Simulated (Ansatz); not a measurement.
AlH2F⁺. Charge 1, multiplicity 2. Geometry PBE0-D4/def2-TZVP; atoms count from 1.

Cartesian coordinates in Å:
```
Al -0.009 -0.033 -0.251
H -0.583 0.981 0.953
H 0.654 -0.709 1.131
F -0.062 -0.238 -1.833
```

Q: Estimate the Mulliken populations from the PBE0/def2-TZVP orbitals of Ansatz.

A: 
```
atom  charge (e)  spin (α − β)
 Al1        0.76          0.18
  H2        0.21          0.41
  H3        0.21          0.41
  F4       -0.17          0.01
```
Mulliken values depend strongly on the basis.

Q: Where does the spin sit?

A: Summed by element: Al 0.18, H 0.81, F 0.01, of 1 unpaired in all. Largest on single atoms: H2 0.41, H3 0.41, Al1 0.18.

Q: And the Mayer bond orders between heavy atoms (over 0.3)?

A: Al1–F4 1.35 (1.60 Å).
